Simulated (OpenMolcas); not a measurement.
SiH3OF (SMILES O[SiH2]F): the vertical energy of the triplet above the singlet from total energies

SiH3OF has 6 atoms, charge 0, and is taken as a singlet. SMILES: `O[SiH2]F`. Geometry: relaxed at PBE0-D4/def2-TZVP. This is one conformer, not always the lowest.

Both states at this one shape; open shells run unrestricted unless said. 1 Eh = 27.2114 eV.

```
             level     program  singlet SiH3OF (Eh)  triplet SiH3OF (Eh)
    HF/aug-cc-pVDZ  OpenMolcas          -465.107812          -464.796453
 SVWN5/aug-cc-pVDZ  OpenMolcas          -464.122287          -463.869905
revPBE/aug-cc-pVDZ  OpenMolcas          -466.351340          -466.095554
  TPSS/aug-cc-pVDZ  OpenMolcas          -466.515948          -466.251776
```

Task: Work out the vertical gap, second state less first, at each level.

Result: 
1. HF/aug-cc-pVDZ: -464.796453 − (-465.107812) = 0.311359 Eh = 8.47 eV.
2. SVWN5/aug-cc-pVDZ: -463.869905 − (-464.122287) = 0.252382 Eh = 6.87 eV.
3. revPBE/aug-cc-pVDZ: -466.095554 − (-466.351340) = 0.255786 Eh = 6.96 eV.
4. TPSS/aug-cc-pVDZ: -466.251776 − (-466.515948) = 0.264172 Eh = 7.19 eV.

No measured value is set beside it here; the levels span 6.87 to 8.47 eV.
